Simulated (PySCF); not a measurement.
# One shape, several levels: C3H7PS (SMILES C[C@@H]1C[P@H]1=S)

Aim: a comparison of 4 runs (HF/3-21G, HF/def2-SVP, TPSS/STO-3G, MP2/def2-SVP) of C3H7PS. The job is set up through a Python script.

The calculation is run with PySCF 2.14.0.

**1. Starting point**

C3H7PS has 12 atoms, charge 0, and is taken as a singlet. As SMILES, `C[C@@H]1C[P@H]1=S`. The shape is that of a GFN2-xTB optimisation.

Bond lengths: C1–C2 1.506 Å, C2–C3 1.544 Å, C2–P4 1.827 Å, C3–P4 1.820 Å, P4–S5 1.934 Å, C1–H6 1.088 Å, C1–H7 1.088 Å, C1–H8 1.089 Å, C2–H9 1.087 Å, C3–H10 1.082 Å, C3–H11 1.083 Å, P4–H12 1.391 Å. Some angles: C1–C2–C3 117.7°, C1–C2–P4 122.7°, C3–C2–P4 64.7°, C2–C3–P4 65.2°, C2–P4–C3 50.1°, C2–P4–S5 127.5°, C3–P4–S5 125.5°, C1–C2–H9 114.4°, C3–C2–H9 114.3°, P4–C2–H9 113.9°.

**2. Energy and forces at HF/3-21G (run 1)**

calc.py

```python
import pyscf.grad
from pyscf import gto, scf

system = gto.M(
    atom='''
C        1.196970       0.824290       0.576490
C        0.231950      -0.320830       0.421430
C       -0.133470      -0.762660      -1.012470
P       -1.517490      -0.081940      -0.046200
S       -3.049800      -1.082860       0.579360
H        1.196870       1.197360       1.598050
H        0.933780       1.641310      -0.092140
H        2.205530       0.493310       0.332210
H        0.393720      -1.142230       1.115530
H        0.298680      -0.183150      -1.817010
H       -0.147820      -1.828370      -1.205430
H       -1.608910       1.245770      -0.449820
''',
    max_memory=1860,
    verbose=3,
    basis='3-21g',
    spin=0,
    charge=0,
)

mf = scf.RHF(system)
mf.conv_tol = 1e-10
mf.kernel()
if not mf.converged:
    mf = mf.newton().run(mf.mo_coeff, mf.mo_occ)

e_tot = mf.e_tot
print(f'total energy: {e_tot:.8f} hartree')
grad = mf.Gradients().kernel()
mf.analyze()
```

The run is started by

```console
$ OMP_NUM_THREADS=1 python calc.py
```

The log of the run:

```text
converged SCF energy = -851.512196938035
total energy: -851.51219694 hartree
--------------- RHF gradients ---------------
         x                y                z
0 C    -0.0005577512    -0.0071638397    -0.0015258629
1 C    -0.0126083814     0.0164351889    -0.0059367669
2 C    -0.0166153670     0.0109797603     0.0094060145
3 P    -0.0505856719    -0.0431619694     0.0248941286
4 S     0.0656168100     0.0398966576    -0.0268717053
5 H    -0.0002007320     0.0002237672     0.0032967800
6 H    -0.0025995034     0.0004163629    -0.0022451722
7 H     0.0029571635    -0.0009903439    -0.0003760572
8 H     0.0034861032    -0.0064582770     0.0054964963
9 H     0.0050502847     0.0009165100    -0.0038494179
10 H     0.0022703085    -0.0066286202    -0.0018617364
11 H     0.0037867369    -0.0044651969    -0.0004267006
----------------------------------------------
**** MO energy ****
MO #1   energy= -91.2525821118173  occ= 2
MO #2   energy= -79.4728337893341  occ= 2
MO #3   energy= -11.2308760350433  occ= 2
MO #4   energy= -11.2179128794941  occ= 2
MO #5   energy= -11.1938999890251  occ= 2
MO #6   energy= -8.85521428634109  occ= 2
MO #7   energy= -7.5484955284143   occ= 2
MO #8   energy= -6.531310270188    occ= 2
MO #9   energy= -6.52512139615301  occ= 2
MO #10  energy= -6.52485327234139  occ= 2
MO #11  energy= -5.4368782579516   occ= 2
MO #12  energy= -5.4336996836132   occ= 2
MO #13  energy= -5.43038662760786  occ= 2
MO #14  energy= -1.16259544447457  occ= 2
MO #15  energy= -1.0100267108055   occ= 2
MO #16  energy= -0.957484931144102 occ= 2
MO #17  energy= -0.829051784950286 occ= 2
MO #18  energy= -0.784543294932533 occ= 2
MO #19  energy= -0.66735154008226  occ= 2
MO #20  energy= -0.641702350505777 occ= 2
MO #21  energy= -0.601290765853896 occ= 2
MO #22  energy= -0.572755281470776 occ= 2
MO #23  energy= -0.538937808340224 occ= 2
MO #24  energy= -0.504762063986826 occ= 2
MO #25  energy= -0.468990310989067 occ= 2
MO #26  energy= -0.448135503889281 occ= 2
MO #27  energy= -0.337717249642546 occ= 2
MO #28  energy= -0.316719167656093 occ= 2
MO #29  energy= 0.149687253087132  occ= 0
MO #30  energy= 0.159858600635838  occ= 0
MO #31  energy= 0.198830838667664  occ= 0
MO #32  energy= 0.230483780972613  occ= 0
MO #33  energy= 0.284570409394834  occ= 0
MO #34  energy= 0.294568341969955  occ= 0
MO #35  energy= 0.304740277684665  occ= 0
MO #36  energy= 0.326447275518752  occ= 0
MO #37  energy= 0.33182065463483   occ= 0
MO #38  energy= 0.359809195518131  occ= 0
MO #39  energy= 0.38977424451784   occ= 0
MO #40  energy= 0.44429293921784   occ= 0
MO #41  energy= 0.576402952899093  occ= 0
MO #42  energy= 0.622345334899107  occ= 0
MO #43  energy= 0.627346003739175  occ= 0
MO #44  energy= 0.654712945949276  occ= 0
MO #45  energy= 0.738748191449206  occ= 0
MO #46  energy= 0.781280291311564  occ= 0
MO #47  energy= 0.805928765967742  occ= 0
MO #48  energy= 0.84524978231204   occ= 0
MO #49  energy= 0.895068381731118  occ= 0
MO #50  energy= 0.941593911996429  occ= 0
MO #51  energy= 0.987941294277026  occ= 0
MO #52  energy= 1.00630460970831   occ= 0
MO #53  energy= 1.05703696857918   occ= 0
MO #54  energy= 1.08388109334939   occ= 0
MO #55  energy= 1.16254287144924   occ= 0
MO #56  energy= 1.19876022773107   occ= 0
MO #57  energy= 1.24433616104185   occ= 0
MO #58  energy= 1.28521632986775   occ= 0
MO #59  energy= 1.32078685076688   occ= 0
MO #60  energy= 1.34008594555556   occ= 0
MO #61  energy= 1.35294464884998   occ= 0
MO #62  energy= 1.3688312208064    occ= 0
MO #63  energy= 1.38579628716281   occ= 0
MO #64  energy= 1.40420477295845   occ= 0
MO #65  energy= 1.94785252962921   occ= 0
MO #66  energy= 2.04088511039101   occ= 0
MO #67  energy= 2.29353422895266   occ= 0
 ** Mulliken atomic charges  **
charge of    0C =     -0.25179
charge of    1C =     -0.21658
charge of    2C =     -0.34698
charge of    3P =      0.67628
charge of    4S =     -0.54738
charge of    5H =      0.10337
charge of    6H =      0.08910
charge of    7H =      0.10415
charge of    8H =      0.12896
charge of    9H =      0.12340
charge of   10H =      0.13422
charge of   11H =      0.00323
Dipole moment(X, Y, Z, Debye):  5.08167,  2.38058, -1.54565
```

Run time: 5.1 s. Hardware: 1 thread of Intel Xeon at 2.70GHz, shared host; peak memory 0.14 GiB.

**3. Energy and forces at HF/def2-SVP (run 2)**

job.py

```python
from pyscf import gto

mol = gto.M(
    atom=[
    ('C', (1.196970, 0.824290, 0.576490)),
    ('C', (0.231950, -0.320830, 0.421430)),
    ('C', (-0.133470, -0.762660, -1.012470)),
    ('P', (-1.517490, -0.081940, -0.046200)),
    ('S', (-3.049800, -1.082860, 0.579360)),
    ('H', (1.196870, 1.197360, 1.598050)),
    ('H', (0.933780, 1.641310, -0.092140)),
    ('H', (2.205530, 0.493310, 0.332210)),
    ('H', (0.393720, -1.142230, 1.115530)),
    ('H', (0.298680, -0.183150, -1.817010)),
    ('H', (-0.147820, -1.828370, -1.205430)),
    ('H', (-1.608910, 1.245770, -0.449820)),
],
    verbose=3,
    basis='def2-svp',
    max_memory=1860,
    spin=0,
)

mf = mol.RHF()
mf.conv_tol = 1e-10
mf.kernel()
if not mf.converged:
    mf = mf.newton().run(mf.mo_coeff, mf.mo_occ)

e_tot = mf.e_tot
print(f'total energy: {e_tot:.8f} hartree')
grad = mf.nuc_grad_method().kernel()
mf.analyze()
```

The run is started by

```console
$ OMP_NUM_THREADS=1 python job.py
```

The log of the run:

```text
converged SCF energy = -855.59609559621
[... 12 lines left out ...]
MO #3   energy= -11.2695328528316  occ= 2
[... 9 lines left out ...]
MO #13  energy= -5.46218059497676  occ= 2
[... 9 lines left out ...]
MO #23  energy= -0.533095541605551 occ= 2
[... 9 lines left out ...]
MO #33  energy= 0.209462196969582  occ= 0
[... 9 lines left out ...]
MO #43  energy= 0.535621824921898  occ= 0
[... 9 lines left out ...]
MO #53  energy= 0.819272347451559  occ= 0
[... 9 lines left out ...]
MO #63  energy= 0.929629557720288  occ= 0
[... 9 lines left out ...]
MO #73  energy= 1.19475960270435   occ= 0
[... 9 lines left out ...]
MO #83  energy= 1.81275464078664   occ= 0
[... 9 lines left out ...]
MO #93  energy= 2.14158073876288   occ= 0
[... 9 lines left out ...]
MO #103 energy= 2.69905014076316   occ= 0
[... 9 lines left out ...]
MO #113 energy= 3.38515018059471   occ= 0
[... 13 lines left out ...]
Dipole moment(X, Y, Z, Debye):  4.16727,  2.06242, -1.26702
```

It took 14 s on 1 thread of Intel Xeon at 2.70GHz, shared host; peak memory 0.28 GiB.

Run 3 isn't shown in full; the table further down has it.

**4. Energy and gradient at MP2/def2-SVP (run 4)**

calc.py

```python
import pyscf.grad
from pyscf import gto, scf, mp

molecule = gto.Mole()
molecule.atom = '''
C      1.196970     0.824290     0.576490
C      0.231950    -0.320830     0.421430
C     -0.133470    -0.762660    -1.012470
P     -1.517490    -0.081940    -0.046200
S     -3.049800    -1.082860     0.579360
H      1.196870     1.197360     1.598050
H      0.933780     1.641310    -0.092140
H      2.205530     0.493310     0.332210
H      0.393720    -1.142230     1.115530
H      0.298680    -0.183150    -1.817010
H     -0.147820    -1.828370    -1.205430
H     -1.608910     1.245770    -0.449820
'''
molecule.max_memory = 1860
molecule.charge = 0
molecule.verbose = 4
molecule.basis = 'def2-svp'
molecule.build()

myscf = scf.RHF(molecule)
myscf.conv_tol = 1e-10
myscf.kernel()
if not myscf.converged:
    myscf = myscf.newton().run(myscf.mo_coeff, myscf.mo_occ)

pt = mp.MP2(myscf, frozen=13).run()
e_tot = pt.e_tot
print('E(%s) = %.9f' % ('MP2', e_tot))
grad = pt.Gradients().kernel()
myscf.analyze()
```

The run is started by

```console
$ OMP_NUM_THREADS=1 python calc.py
```

The log of the run:

```text
PySCF version 2.14.0

[... 99 lines left out ...]
MO #3   energy= -11.2695328528316  occ= 2
[... 10 lines left out ...]
MO #14  energy= -1.13036076422509  occ= 2
[... 10 lines left out ...]
MO #25  energy= -0.456799709008991 occ= 2
[... 10 lines left out ...]
MO #36  energy= 0.25831016370785   occ= 0
[... 10 lines left out ...]
MO #47  energy= 0.643069670201506  occ= 0
[... 10 lines left out ...]
MO #58  energy= 0.90006249228498   occ= 0
[... 10 lines left out ...]
MO #69  energy= 1.07177090223947   occ= 0
[... 10 lines left out ...]
MO #80  energy= 1.70384963694061   occ= 0
[... 10 lines left out ...]
MO #91  energy= 2.04934539935923   occ= 0
[... 10 lines left out ...]
MO #102 energy= 2.66599847063735   occ= 0
[... 10 lines left out ...]
MO #113 energy= 3.38515018059471   occ= 0
[... 89 lines left out ...]
pop of  6 H 2pz           0.00061
pop of  7 H 1s            0.90137
pop of  7 H 2s            0.00845
pop of  7 H 2px           0.00157
pop of  7 H 2py           0.00015
pop of  7 H 2pz           0.00009
pop of  8 H 1s            0.87988
pop of  8 H 2s            0.01063
pop of  8 H 2px           0.00024
pop of  8 H 2py           0.00108
pop of  8 H 2pz           0.00094
pop of  9 H 1s            0.88425
pop of  9 H 2s            0.00911
pop of  9 H 2px           0.00039
pop of  9 H 2py           0.00057
pop of  9 H 2pz           0.00130
pop of  10 H 1s           0.87102
pop of  10 H 2s           0.01066
pop of  10 H 2px          0.00009
pop of  10 H 2py          0.00179
pop of  10 H 2pz          0.00032
pop of  11 H 1s           1.02048
pop of  11 H 2s           0.00963
pop of  11 H 2px          0.00038
pop of  11 H 2py          0.00640
pop of  11 H 2pz          0.00067
 ** Mulliken atomic charges  **
charge of    0C =     -0.22940
charge of    1C =     -0.19881
charge of    2C =     -0.33942
charge of    3P =      0.77380
charge of    4S =     -0.55452
charge of    5H =      0.09120
charge of    6H =      0.07859
charge of    7H =      0.08837
charge of    8H =      0.10723
charge of    9H =      0.10438
charge of   10H =      0.11612
charge of   11H =     -0.03756
Dipole moment(X, Y, Z, Debye):  4.16727,  2.06242, -1.26702
```

It took 33 s on 1 thread of Intel Xeon at 2.70GHz, shared host; peak memory 0.99 GiB.

**5. Overview of the runs**

| run | level | integration grid | frozen core orbitals | energy (Eh) | dipole moment (D) of the reference | HOMO energy (eV) | LUMO energy (eV) | wall time |
| --- | --- | --- | --- | --- | --- | --- | --- | --- |
| 1 | HF/3-21G | – | – | -851.512197 | 5.82 | -8.62 | 4.07 | 5.1 s |
| 2 | HF/def2-SVP | – | – | -855.596096 | 4.82 | -8.64 | 4.02 | 14 s |
| 3 | TPSS/STO-3G | 5 | – | -848.384150 | 2.92 | -0.94 | 3.63 | 32 s |
| 4 | MP2/def2-SVP | – | 13 | -856.266975 | 4.82 | -8.64 | 4.02 | 33 s |

**6. Outcome**

| quantity | value |
| --- | --- |
| run 4: total energy | -856.26698 Eh |
| run 4: dipole moment (Hartree–Fock density) | 4.82 D |
| run 4: HOMO energy (Hartree–Fock orbitals) | -8.64 eV |
| run 4: LUMO energy (Hartree–Fock orbitals) | 4.02 eV |
| run 4: HOMO–LUMO gap (Hartree–Fock orbitals) | 12.66 eV |
| run 4: correlation energy (13 core orbitals frozen) | -670.9 mEh |
| run 4: largest force on an atom | 0.969 eV/Å |

Over runs 1, 2, 3 the dipole moment (its size) runs from 2.92 D (TPSS/STO-3G) to 5.82 D (HF/3-21G). The two ends differ in method and basis. Over runs 1, 2, 3 the HOMO–LUMO gap runs from 4.57 eV (TPSS/STO-3G) to 12.69 eV (HF/3-21G). In run 3 the basis is minimal, so the values are rough. All runs together took 84 s, the longest 33 s.
